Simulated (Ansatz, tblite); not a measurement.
Spin states of the cluster Si₂C, each relaxed with PBE0-D4/def2-TZVP in Ansatz. Electronic energies in the gas phase.

The xTB rows come from tblite. B3LYP takes the VWN-RPA correlation. Correlated methods freeze 11 core orbitals. The structure comes from a short search, and lower isomers may exist.

Singlet geometry (C2v within 0.1 Å):

```xyz
3

Si    0.7561   -1.2847    0.0735
Si   -0.2350    1.4631   -0.1781
C    -0.5212   -0.1784    0.1046
```

Triplet geometry (D∞h within 0.1 Å):

```xyz
3

Si    1.126   -0.492   -1.267
Si   -1.127    0.491    1.267
C     0.001    0.001    0.000
```

Quintet geometry (D∞h within 0.1 Å):

```csv
atom,x (Å),y (Å),z (Å)
Si1,1.502,-0.833,-0.420
Si2,-1.514,0.840,0.424
C3,0.013,-0.007,-0.004
```

⟨S²⟩: triplet 2.01 at PBE0-D4/def2-TZVP (pure 2.00), quintet 6.02 at PBE0-D4/def2-TZVP (pure 6.00).

Run but left out: HF/STO-3G (triplet: ⟨S²⟩ 2.35, where a pure state has 2.00); HF/STO-3G, HF/def2-TZVP, MP2/def2-TZVP (quintet: a determinant that CCSD turns far, T1 0.063); HF/def2-TZVPP, MP2/def2-TZVPP, CCSD/def2-TZVPP, CCSD(T)/def2-TZVPP (flagged by the program: lower state).

Only these spin states were relaxed.

```
               level  triplet − singlet (kJ/mol)  quintet − singlet (kJ/mol)  lowest of these
            GFN2-xTB                       167.4                       416.2          singlet
 revPBE-D4/def2-TZVP                       206.8                       404.1          singlet
  B3LYP-D4/def2-TZVP                       210.5                       446.7          singlet
   PBE0-D4/def2-TZVP                       208.1                       427.1          singlet
r2SCAN0-D4/def2-TZVP                       197.2                       412.1          singlet
```

Problem. Estimate the rows for GFN1-xTB, PBE-D4/def2-TZVP, r2SCAN-D4/def2-TZVP, r2SCANh-D4/def2-TZVP, RPA@PBE/def2-TZVP.

Solution. 
| level | triplet − singlet (kJ/mol) | quintet − singlet (kJ/mol) | lowest of these |
| --- | --- | --- | --- |
| GFN1-xTB | 203.8 | 519.6 | singlet |
| PBE-D4/def2-TZVP | 213.8 | 412.8 | singlet |
| r2SCAN-D4/def2-TZVP | 200.0 | 400.6 | singlet |
| r2SCANh-D4/def2-TZVP | 198.8 | 416.6 | singlet |
| RPA@PBE/def2-TZVP | 219.1 | 440.8 | singlet |

The xTB methods have no spin-polarisation term.
